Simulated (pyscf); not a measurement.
# Four-centre exchange: H₂B–F + hydrogen fluoride (HF) → H₂B–F + hydrogen fluoride (HF)

Gas phase, singlet surface, charge 0. Bonds broken: B1–F5, F2–H6. Bonds formed: B1–F2, F5–H6. Optimised with ωB97X-D3(BJ)/def2-SVP in PySCF. MP2 and CC: frozen core, UHF for open shells. ΔMP2 is the change of the MP2 total energy from the triple- to the quadruple-zeta basis.

Transition state (Å):

```xyz
6

B      0.2146     0.0270    -0.2241
F      1.3392    -1.0347     0.0037
H      0.6978     1.0840    -0.5338
H     -0.6579    -0.1105     0.5922
F     -0.1039    -0.8160    -1.5017
H      0.7959    -1.3455    -0.9812
```

One imaginary mode, 927i cm⁻¹; descent along it reached the two sides named.

```tsv
bond	change	reactant side (Å)	saddle	product side
B1–F5	breaks	1.345	1.563	2.244
F2–H6	breaks	0.930	1.167	2.181
B1–F2	forms	2.246	1.563	1.346
F5–H6	forms	2.192	1.167	0.930
```

Electronic energies relative to the separated reactants (kcal/mol):

```
level                             barrier  reaction energy  reverse barrier
--------------------------------  -------  ---------------  ---------------
ωB97X-D3(BJ)/def2-TZVP               13.1              0.0             13.1
PBE/def2-TZVP                         8.1              0.0              8.1
r²SCAN/def2-TZVP                      9.2              0.0              9.2
B3LYP-D3(BJ)/def2-TZVP               13.5              0.0             13.5
PBE0-D3(BJ)/def2-TZVP                10.8              0.0             10.8
M06-2X/def2-TZVP                     11.8              0.0             11.8
ωB97M-D3(BJ)/def2-TZVP               12.6              0.0             12.6
HF/def2-TZVP                         29.1              0.0             29.1
MP2/def2-QZVPP                       14.3              0.0             14.3
CCSD/def2-TZVPP                      16.6              0.0             16.6
CCSD(T)/def2-TZVPP                   14.2              0.0             14.2
CCSD(T)/def2-TZVPP + ΔMP2(QZVPP)     15.2              0.0             15.2
```

With CCSD(T)/def2-TZVPP + ΔMP2(QZVPP) energies and thermal terms (ideal gas, 1 atm, RRHO with modes under 100 cm⁻¹ raised to 100, one conformer, R ln 2 for rigid chiral ones), in kcal/mol:

| T (K) | ΔH‡ | ΔG‡ | ΔH | ΔG |
|---|---|---|---|---|
| 298 | 14.7 | 25.1 | 0.0 | 0.0 |
| 600 | 14.1 | 36.0 | 0.0 | 0.0 |
| 900 | 14.2 | 46.9 | 0.0 | 0.0 |
| 1200 | 14.6 | 57.7 | 0.0 | 0.0 |

This is the saddle that the search found; another between the same sides may lie lower. The CCSD(T) − MP2 part came from Ansatz, without density fitting, on the same reference.
